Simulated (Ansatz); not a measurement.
# BClH3Si: the cost of one run

Method: UKS PBE0/def2-SVP, in Ansatz 0.2.0.

**1. The structure to begin with**

Bond lengths: Si1–B2 1.888 Å, B2–Cl3 1.758 Å, Si1–H4 1.465 Å, Si1–H5 1.466 Å, B2–H6 1.176 Å. Angles: Si1–B2–Cl3 118.3°, Si1–B2–H6 125.9°, Cl3–B2–H6 115.8°, B2–Si1–H4 127.7°, B2–Si1–H5 126.7°, H4–Si1–H5 105.6°.

As a file:

```xyz
6

Si   -0.6498    0.4425   -0.4542
B     0.7692   -0.2983    0.5478
Cl    0.9378   -2.0480    0.5887
H    -1.6670   -0.2702   -1.2307
H    -0.9597    1.8671   -0.6120
H     1.5695    0.3070    1.1604
```

**2. Relaxing end A**

input.yaml reads:

```yaml
crystal:
  periodic: [false, false, false]
  atoms:
    - { symbol: Si, position_ang: [-0.64982, 0.44246, -0.45419] }
    - { symbol: B, position_ang: [0.76917, -0.29833, 0.54782] }
    - { symbol: Cl, position_ang: [0.93778, -2.04797, 0.58866] }
    - { symbol: H, position_ang: [-1.66698, -0.27023, -1.23072] }
    - { symbol: H, position_ang: [-0.95966, 1.8671, -0.61201] }
    - { symbol: H, position_ang: [1.56951, 0.30697, 1.16043] }
magnetization:
  spin_polarized: true
  initial_magnetization: 1
basis:
  gaussian: { orbitals: def2-SVP }
hamiltonian:
  xc: pbe0
relax:
  f_tol: 0.015
  max_steps: 40
output:
  orbitals: {}
```

Started as:

```sh
$ ansatz run input.yaml --threads 1 --pin off --max-ram 2048MiB --backend cpu --events-out ev --progress --plain --runs-dir out
```

Q: Estimate wall time and peak memory on 1 thread of Intel Xeon at 2.50GHz (Skylake/Cascade Lake), shared host.

About 51 s, with a peak of 0.16 GiB.
